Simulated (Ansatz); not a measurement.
## Molecular dynamics of C₃H₅NS

Input file:

```yaml
crystal:
  periodic: [false, false, false]
  atoms:
    - { symbol: C, position_ang: [-1.201537, -0.907416, 0.133395] }
    - { symbol: C, position_ang: [0.039912, -0.173591, 0.683103] }
    - { symbol: "N", position_ang: [1.46589, -0.487744, 0.05474] }
    - { symbol: C, position_ang: [0.89208, 0.689018, -0.164119] }
    - { symbol: S, position_ang: [1.090671, 2.216032, -0.975953] }
    - { symbol: H, position_ang: [-2.110265, -0.303854, 0.295434] }
    - { symbol: H, position_ang: [-1.094772, -1.096449, -0.945411] }
    - { symbol: H, position_ang: [-1.335374, -1.872862, 0.647061] }
    - { symbol: H, position_ang: [0.025996, -0.001617, 1.774562] }
    - { symbol: H, position_ang: [2.310499, 1.887483, -1.499813] }
basis:
  gaussian: { orbitals: STO-3G }
hamiltonian:
  xc: b3lyp
  dispersion: d4
md:
  timestep: 0.5
  n_steps: 400
  ensemble: nvt_langevin
  temperature: 1000.0
  initial_velocities: maxwell_boltzmann
  seed: 524668
  friction: 0.005
  masses: [{ species: H, mass: 3.016 }]
scf:
  lower_state_search: "off"
```

Command:

```bash
$ ansatz run input.yaml --threads 1 --pin off --max-ram 2048MiB --backend cpu --events-out ev --progress --plain --runs-dir out
```

It starts from a relaxed structure.

Output, in part (step lines, the closing report, with atoms numbered from 0):

```
md step     0: t =     0.00 fs  T =   900.0 K  F+E_penalty+E_count = -15337.99697114 eV  E_kin = 1.163340 eV  (15 SCF iters)
[... lines left out ...]
Total energy: -15336.79758915 eV, -563.6169157465 hartree
Atom 0 at    -1.432112    -0.697747    -1.373832 Å, force     0.146911    -0.953846     0.701093 eV/Å
Atom 1 at    -0.162550    -0.549190    -0.334089 Å, force    -3.088643     2.032051    -0.708083 eV/Å
Atom 2 at     1.257883    -0.732844    -0.839186 Å, force     0.814534     1.775989    -0.555395 eV/Å
Atom 3 at     0.771866     0.546994    -0.766260 Å, force    -0.476986    -4.157942     0.745282 eV/Å
Atom 4 at     1.227076     2.112200    -1.259572 Å, force     1.912622    -0.416798     0.114077 eV/Å
Atom 5 at    -2.354033    -0.257863    -1.014844 Å, force    -0.595010    -0.149888     1.542313 eV/Å
Atom 6 at    -1.459734    -0.211630    -2.343705 Å, force     1.987484     0.954863    -0.615134 eV/Å
Atom 7 at    -1.656863    -1.718140    -1.699809 Å, force     0.055662    -0.697734     0.803844 eV/Å
Atom 8 at    -0.339994    -0.684591     0.791405 Å, force    -0.309839    -0.106334    -1.513785 eV/Å
Atom 9 at     2.482609     1.467888    -1.325899 Å, force    -0.446735     1.719637    -0.514212 eV/Å
Dipole moment:    -0.035509     0.480889    -0.029387 e Å
```

The steps, from the saved trajectory:

| time (fs) | T (K) | potential energy less start (eV) |
| --- | --- | --- |
| 0.0 | 900 | 0.000 |
| 6.5 | 466 | 0.666 |
| 13.0 | 275 | 0.846 |
| 19.5 | 566 | 0.461 |
| 26.0 | 669 | 0.378 |
| 32.5 | 626 | 0.611 |
| 39.0 | 506 | 0.869 |
| 45.5 | 749 | 0.532 |
| 52.0 | 568 | 0.844 |
| 58.5 | 558 | 0.952 |
| 65.0 | 672 | 0.747 |
| 71.5 | 836 | 0.517 |
| 78.0 | 944 | 0.596 |
| 84.5 | 546 | 1.253 |
| 91.0 | 598 | 1.084 |
| 97.5 | 1027 | 0.479 |
| 104.0 | 738 | 0.795 |
| 110.5 | 659 | 0.915 |
| 117.0 | 642 | 0.945 |
| 123.5 | 735 | 0.923 |
| 130.0 | 1073 | 0.446 |
| 136.5 | 716 | 0.880 |
| 143.0 | 774 | 0.793 |
| 149.5 | 883 | 0.858 |
| 156.0 | 842 | 1.002 |
| 162.5 | 1060 | 0.812 |
| 169.0 | 1035 | 0.748 |
| 175.5 | 697 | 1.193 |
| 182.0 | 818 | 1.180 |
| 188.5 | 1035 | 0.789 |
| 195.0 | 1052 | 0.879 |

All steps were run. The mean temperature of the second half is 14 % below the set value. A run of 0.2 ps of so small a system gives no equilibrium averages. Limits of this set-up: minimal basis.

The same pairs are bonded in the first frame and the last. Pairs count as bonded within 1.25 times the sum of covalent radii (0.12 Å more for H–H).

Last frame:

```xyz
10
Properties=species:S:1:pos:R:3
C -1.432 -0.698 -1.374
C -0.163 -0.549 -0.334
N 1.258 -0.733 -0.839
C 0.772 0.547 -0.766
S 1.227 2.112 -1.260
H -2.354 -0.258 -1.015
H -1.460 -0.212 -2.344
H -1.657 -1.718 -1.700
H -0.340 -0.685 0.791
H 2.483 1.468 -1.326
```

Run time: 8.5 min on 1 thread of Arm Neoverse V2, with other jobs on the host, peak memory 0.084 GiB.
